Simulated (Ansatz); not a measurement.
We consider fcc Ni, described by B3LYP (VWN-RPA form) (Ansatz, a program for electronic structure, plane waves, PAW).

Numerical settings: plane-wave cutoff 460 eV, 16×16×16 k mesh, Fermi–Dirac smearing 0.05 eV, spin-polarised with parallel moments, scalar-relativistic PAW data made under PBE.

The volume scan:

```csv
V (Å³/atom),E − E_lowest (meV/atom)
10.423,31.83
10.617,17.00
10.897,4.07
11.020,1.25
11.176,0.00
11.455,3.63
11.735,13.85
```

What bulk modulus B0 and pressure derivative B′ does a third-order Birch–Murnaghan fit give?

V0 = 11.178 Å³/atom, B0 = 175 GPa, B′ = 4.6 (fit to the energies at full precision).

Measured, for comparison: bulk modulus 192 GPa (0 K value with the zero-point phonon effect removed, our sources range from 186 to 195; as tabulated in Mejia-Rodriguez and Trickey (2018), arXiv:1807.09216); equilibrium volume per atom 10.79 Å³/atom (static lattice: zero-point anharmonic expansion removed; as tabulated in Mejia-Rodriguez and Trickey (2018), arXiv:1807.09216). Computed (rounded) less measured: bulk modulus -9 % (-6 % to -10 % over the range), equilibrium volume per atom +3.6 %.

Computed values are for the static lattice.

Computing time: very roughly 70 core-minutes.
